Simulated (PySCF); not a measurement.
Fill in the blanks.

Isobutyronitrile, C₄H₇N.
Atom-mapped SMILES: `[CH3:1][CH:2]([CH3:3])[C:4]#[N:5]` (hydrogens: H6, H7, H8 on C1; H9 on C2; H10, H11, H12 on C3)

Geometry (GFN2-xTB, Å), atoms numbered from 1 in this order:
```
atom  x, y, z in Å
C1     1.208   -0.418    0.443
C2     0.102    0.201   -0.416
C3    -1.243   -0.498   -0.196
C4    -0.028    1.606   -0.096
N5    -0.135    2.713    0.168
H6     1.329   -1.469    0.187
H7     0.953   -0.344    1.499
H8     2.154    0.093    0.280
H9     0.381    0.131   -1.475
H10   -1.539   -0.428    0.849
H11   -2.019   -0.039   -0.805
H12   -1.162   -1.548   -0.466
```

```csv
property,level,value
point group of the GFN2-xTB geometry,GFN2-xTB,?
"rotational constants A, B, C of the GFN2-xTB geometry",GFN2-xTB,?
dipole moment,PBE0/pcSseg-1,4.05 D
HOMO energy,PBE0/pcSseg-1,-9.30 eV
LUMO energy,PBE0/pcSseg-1,?
13C chemical shifts (computed TMS as zero) by class,GIAO PBE0/pcSseg-1,"128.0 (C4), 22.9 (C1/C3), 20.5 (C2) ppm"
1H chemical shifts (computed TMS as zero) by class,GIAO PBE0/pcSseg-1,?
"isotropic shieldings of nuclei other than C and H, by class",GIAO PBE0/pcSseg-1,-28 (N5) ppm
largest of the computed one-bond spin–spin couplings (means over like bonds),"B3LYP/pcJ-1, spin–dipole term left out for some pairs","13C–1H +140.2 (C2–H9), 13C–1H +135.7 (C1–H6 and 5 like it), 13C–13C +66.1 (C2–C4), 13C–13C +33.9 (C1–C2 and 1 like it), 15N–13C -21.0 (N5–C4) Hz"
```

Gas-phase values; electronic properties from PySCF, density fitting. Isolated species at its GFN2-xTB geometry, gas phase. NMR classes are plain means over equivalent atoms (diastereotopic ones count apart unless rotation or inversion swaps them), as if these changed places fast; in this geometry the members of some classes differ.

Q: Give the point group of the GFN2-xTB geometry.

A: Cs.

Q: What are the 1H chemical shifts (computed TMS as zero) by class?

A: 2.42 (H9), 1.32 (H6/H7/H8/H10/H11/H12) ppm.

Q: Give the rotational constants A, B, C of the GFN2-xTB geometry.

A: 7.997, 4.082, 2.976 GHz.

Q: Give the LUMO energy.

A: 0.70 eV.

In atomic units the dipole is 1.59 e·bohr (1 au = 2.5417 D). The rotational constants make it an asymmetric top with κ = (2B − A − C)/(A − C) = -0.56, nearer the prolate limit (−1). With B = h/(8π²I), that is 505.379 GHz u Å² over I, the principal moments of inertia are 63.2, 123.8 and 169.8 u Å² (most abundant isotopes); the inertial defect Ic − Ia − Ib is -17.2 u Å² (zero for a rigid planar frame, negative otherwise).

For the spin–spin coupling job (B3LYP/pcJ-1), hardware: one thread of an Arm Neoverse V1 (shared host). Cost: 22 s of wall time.
